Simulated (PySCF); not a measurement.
SiO, singlet: vertical spin and charge gaps

Geometry (PBE0/def2-TZVP stationary point for this spin):

```
atom   x (Å)   y (Å)   z (Å)
  Si  0.0000  0.0000  0.0000
   O  0.0000  0.0000  1.5088
```

Basis 6-31G; PySCF 2.14.0. Correlated methods freeze the noble-gas cores. R marks a restricted (for open shells ROHF) determinant.

Gaps are energies of the second state less the first, at fixed atoms, for a selection of the levels run; mean-field and cluster levels share one orbital occupation for each state, and full CI takes the lowest of the symmetries tried.

The determinant for coupled cluster was chosen by a search with trial CCSD, here up to 0.20 eV above the lowest Hartree–Fock solution of its kind, and MP2 stands on that determinant too.

Removing an electron, to the doublet: 10.714 eV at full CI (singlet A1, doublet ion A1, in C2v).

Large singles or doubles amplitudes warn of static correlation in the SiO⁺ doublet.

| level | gap (eV) | error (meV) |
| --- | --- | --- |
| RMP2 | 11.867 | 1153 |
| RCCSD | 10.691 | -23 |
| RCCSD(T) | 10.765 | 51 |
| RCCSDT | 10.716 | 2 |

Full CI is exact within this basis and frozen core; it isn't the basis-set limit.
